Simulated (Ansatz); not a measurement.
```xyz
18

C     0.394   -1.990    0.228
C    -0.254   -0.624    0.063
C    -0.995   -0.533   -1.262
C     0.797    0.471    0.210
C     0.290    1.901    0.132
S    -0.967    2.343    1.364
H    -0.350   -2.789    0.177
H     1.130   -2.172   -0.562
H     0.910   -2.074    1.188
H    -0.985   -0.489    0.869
H    -1.706   -1.357   -1.366
H    -1.561    0.396   -1.355
H    -0.298   -0.591   -2.105
H     1.554    0.343   -0.576
H     1.322    0.335    1.162
H     1.120    2.606    0.210
H    -0.196    2.096   -0.827
H    -0.206    2.128    2.449
```

Total charge 0; spin multiplicity 1.

Question: List the r2SCAN/def2-TZVPP orbital energies in eV (Ansatz 0.2.0). (Estimate.)

Answer: The calculation gave: Occupied: -2408.89, -273.90, -273.10, -273.08, -272.67, -272.67, -213.31, -157.41, -157.31, -157.14, -21.59, -20.20, -18.00, -17.74, -15.88, -14.26, -12.17, -11.74, -11.04, -10.58, -10.43, -9.74, -9.43, -8.96, -8.38, -8.20, -8.08, -7.73, -5.73. Lowest empty: 0.02, 1.06, 1.32, 1.92, 2.06, 2.48, 2.80, 2.95.
